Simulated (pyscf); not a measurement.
**Insertion: `[Cl][SiH]([Cl])[Cl]` + `[SiH2]` [singlet] -> `[Cl][SiH2][SiH]([Cl])[Cl]`**

Gas phase, singlet surface, charge 0. Bonds broken: Si2–Cl3. Bonds formed: Si2–Si6, Cl3–Si6. Single points on ωB97X-D3(BJ)/def2-SVP structures (PySCF, gas phase).

Transition state (Å):

```xyz
8

Cl     0.1683     0.2022     1.9261
Si    -1.2386    -0.4903     0.6168
Cl    -0.4364    -1.3657    -1.1574
Cl    -2.9230     0.6269     0.3205
H     -1.7408    -1.7215     1.2576
Si     0.0271     1.0831    -1.4021
H      1.4784     0.8312    -1.7537
H     -0.5403     1.1080    -2.8059
```

One imaginary mode, 169i cm⁻¹; descent along it reached the two sides named, in the forms told below.

```json
[
 {"bond": "Si2–Cl3", "change": "breaks", "reactant side (Å)": "2.081", "saddle": "2.135", "product side": "3.5"},
 {"bond": "Si2–Si6", "change": "forms", "reactant side (Å)": "3.6", "saddle": "2.9", "product side": "2.318"},
 {"bond": "Cl3–Si6", "change": "forms", "reactant side (Å)": "2.6", "saddle": "2.504", "product side": "2.071"}
]
```

Electronic energies relative to the separated reactants (kcal/mol):

| level | barrier | reaction energy | reverse barrier |
|---|---|---|---|
| ωB97X-D3(BJ)/def2-TZVP | -7.4 | -61.1 | 53.7 |
| PBE/def2-TZVP | -6.9 | -55.6 | 48.7 |
| r²SCAN/def2-TZVP | -6.4 | -58.9 | 52.5 |
| B3LYP-D3(BJ)/def2-TZVP | -3.8 | -54.9 | 51.1 |
| PBE0-D3(BJ)/def2-TZVP | -7.5 | -59.2 | 51.7 |
| M06-2X/def2-TZVP | -2.5 | -53.6 | 51.1 |
| ωB97M-D3(BJ)/def2-TZVP | -2.0 | -51.6 | 49.5 |
| HF/def2-TZVP | 14.2 | -49.0 | 63.1 |

With ωB97M-D3(BJ)/def2-TZVP energies and thermal terms (ideal gas, 1 atm, RRHO with modes under 100 cm⁻¹ raised to 100, one conformer, R ln 2 for rigid chiral ones), in kcal/mol:

```
T (K)   ΔH‡   ΔG‡     ΔH     ΔG
-----  ----  ----  -----  -----
298    -0.6  10.1  -48.6  -38.2
600    -0.3  20.8  -48.0  -27.9
900     0.1  31.3  -47.1  -18.0
1200    0.6  41.6  -46.1   -8.5
```

On the reactant side the descent ends in a bound adduct, 9.9 kcal/mol under the separated species and 2.5 kcal/mol under the saddle at ωB97X-D3(BJ)/def2-TZVP. At ωB97X-D3(BJ), PBE, r²SCAN, B3LYP-D3(BJ), PBE0-D3(BJ), M06-2X, ωB97M-D3(BJ) the saddle lies under the separated reactants, which points to a path from their complex (located at ωB97X-D3(BJ) alone). One saddle was located; it need not be the lowest between these sides.
